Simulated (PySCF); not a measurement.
Gas-phase reaction: C₃H₆ (propylene) + C₆H₆ = 3 C₃H₄ (propyne)

Computed with PySCF (xtb for GFN2) and rigid-rotor harmonic-oscillator thermochemistry at 1 bar. 'Table' is the NASA 1993 thermochemical table (part measured, part estimated). † marks an energy on the PBE0/def2-TZVP geometry and frequencies; other levels use their own. All species are closed-shell singlets. B3LYP is the form with VWN-RPA correlation.

Levels: a) PBE/def2-SVP; b) GFN2-xTB; c) r2SCAN/def2-TZVP†; d) PBE/def2-TZVP†; e) B3LYP/def2-TZVP†.

**Question.** Order the levels by the distance of their ΔH°(298 K) from the table for this reaction, closest first.

**Answer.** e (-3 kJ), b (-16 kJ), d (+32 kJ), c (+47 kJ), a (+69 kJ)

The table gives 451 kJ. The order holds for this reaction alone, and for the 1993 entries, some of which have been revised since.
